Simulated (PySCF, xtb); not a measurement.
C2H6O, SMILES OCC (connectivity only; charge and spin as stated), charge +1, multiplicity 2. One conformer was computed; it need not be the lowest.

Harmonic wavenumbers (cm⁻¹) from GFN2-xTB in xtb at its own minimum, in rising order: 123, 412, 433, 644, 952, 952, 1000, 1025, 1129, 1189, 1236, 1290, 1318, 1340, 1412, 2523, 2649, 2897, 2937, 3062, 3352.

Question: What does B3LYP-D3(BJ)/def2-TZVP (PySCF) give at its own minimum? (Estimate from the structure and the level; the computed values follow.)

Answer: 130, 352, 435, 639, 892, 1004, 1016, 1047, 1057, 1158, 1298, 1340, 1415, 1440, 1457, 2515, 2690, 3004, 3057, 3131, 3573. Paired by order, the mean absolute difference is 59 cm⁻¹ and the zero-point energies are 45.6 and 46.7 kcal/mol.
